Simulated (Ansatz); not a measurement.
**SiH3O (doublet): the correlation ladder at distance O1–H3 along a hydrogen transfer = 1.354 Å, cc-pVDZ**

How much of the correlation energy of SiH3O (doublet) does each wave-function method recover here?

The runs use Ansatz 0.2.0, Gaussian basis; cc-pVDZ, core rule «outside noble gas», up to 6 orbitals frozen.

The runs, in order: UHF; CCSD(T) on ROHF; CCSD(T) on UHF; BCCD(T) on ROHF; CISD; CCSDT(Q) on ROHF; CCSDT(Q) on UHF; CASSCF and MRCISD+Q, 3 electrons in 3 orbitals; CASSCF and NEVPT2, 3 electrons in 3 orbitals.

8 further runs of the same task are left out: 1 for a mislabelled method, 7 that didn't finish.

## 1. The system

The geometry derives from fragments relaxed apart (PBE0/def2-TZVP) and kept rigid, so it is no stationary point. A hydrogen atom is moved between rigid fragments.

5 atoms, charge 0, spin multiplicity 2.

Atoms are counted from 1 here; the program's logs count them from 0.

Bond lengths: O1–H2 0.960 Å, Si4–H5 1.532 Å.

As a file:

```xyz
5
charge 0, multiplicity 2
O    -1.9404    0.0118    0.0000
H    -2.1898    0.9384    0.0000
H    -0.5864    0.0118    0.0000
Si    1.1496    0.0118    0.0000
H     1.5460   -1.4677    0.0000
```

## 2. UHF

Contents of in.yaml:

```yaml
crystal:
  periodic: [false, false, false]
  atoms:
    - {symbol: O, position_ang: [-1.940443, 0.011831, 0.000000]}
    - {symbol: H, position_ang: [-2.189752, 0.938406, 0.000000]}
    - {symbol: H, position_ang: [-0.586443, 0.011831, 0.000000]}
    - {symbol: Si, position_ang: [1.149557, 0.011831, 0.000000]}
    - {symbol: H, position_ang: [1.545992, -1.467683, 0.000000]}
basis:
  gaussian: {orbitals: cc-pVDZ}
magnetization: {spin_polarized: true, initial_magnetization: 1}
hamiltonian: {xc: hf}
output: {orbitals: {seedname: orbitals}}
```

Command:

```sh
$ ansatz run in.yaml --threads 1 --pin off --events-out ev --progress --plain --max-ram 2393MiB
```

After this run come: CCSD(T) on ROHF; CCSD(T) on UHF; BCCD(T) on ROHF; CISD; CCSDT(Q) on ROHF; CCSDT(Q) on UHF; CASSCF and MRCISD+Q, 3 electrons in 3 orbitals; CASSCF and NEVPT2, 3 electrons in 3 orbitals.

Before running them: what should the planned runs give, taken together? Wanted: UCCSDT(Q) below the RHF energy; RMP2 from UCCSDT(Q); UMP2 from UCCSDT(Q); RCCSD from UCCSDT(Q); RCCSD(T) from UCCSDT(Q); UCCSD(T) from UCCSDT(Q); RCCSDT(Q) from UCCSDT(Q); NEVPT2 pair from UCCSDT(Q); MRCISD+Q pair from UCCSDT(Q).

As calculated:

| quantity | value |
| --- | --- |
| UCCSDT(Q) below the RHF energy | -9.1591 eV |
| RMP2 from UCCSDT(Q) | +125.0 kJ/mol |
| UMP2 from UCCSDT(Q) | +153.2 kJ/mol |
| RCCSD from UCCSDT(Q) | +27.2 kJ/mol |
| RCCSD(T) from UCCSDT(Q) | +6.2 kJ/mol |
| UCCSD(T) from UCCSDT(Q) | +7.2 kJ/mol |
| RCCSDT(Q) from UCCSDT(Q) | 0.0 kJ/mol |
| NEVPT2 pair from UCCSDT(Q) | +112.2 kJ/mol |
| MRCISD+Q pair from UCCSDT(Q) | +15.8 kJ/mol |
| levels within 1 kcal/mol (43 meV) | RCCSDT, UCCSDT, RCCSDT(Q) |
| T1 diagnostic | 0.049 |

What this shows: RCCSD(T) misses by +6.2 kJ/mol, 0.7 % of the correlation energy. Of the multireference levels listed MRCISD+Q pair comes nearest in total energy (+15.8 kJ/mol), which doesn't show that its space is the better one. These misses are within one basis, not against nature; the frozen cores of restricted and unrestricted runs differ, which can shift their rows.
